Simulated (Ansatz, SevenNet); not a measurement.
For rock-salt PbTe, the machine-learned potential SevenNet-0 (trained on PBE and PBE+U data) gives:

| Quantity | Result |
|---|---|
| lattice parameter a | 6.567 Å |
| formation enthalpy | -0.435 eV/atom |

What does r²SCANh (PAW; Ansatz, a first-principles code) give for the same quantities?


- lattice constant a: 6.524 Å (shrinks by 0.7 %)
- formation enthalpy: -0.530 eV/atom (moves by -0.095 eV/atom)

For comparison: lattice constant a 6.438 Å (measured, 120 K, not corrected to a static lattice; as tabulated in Noda, Masumoto, Ohba, Saito, Toriumi, Iwata, Shibuya, Acta Cryst. C 43, 1443 …); formation enthalpy -0.366 eV/atom (measured, 298 K, copied from a table, unchecked, not corrected to a static lattice; as tabulated in the CRC Handbook).

Changes are worked out from the printed values.

Unless a cell is named, each level is at its own relaxed cell (SevenNet-0 35.40, r²SCANh 34.71 Å³/atom).

Levels without +SOC leave out spin–orbit coupling, which shifts energies and cells of such heavy elements.

Ansatz's density-functional and Hartree–Fock values are scalar-relativistic unless marked +SOC, with PAW data made under PBE.
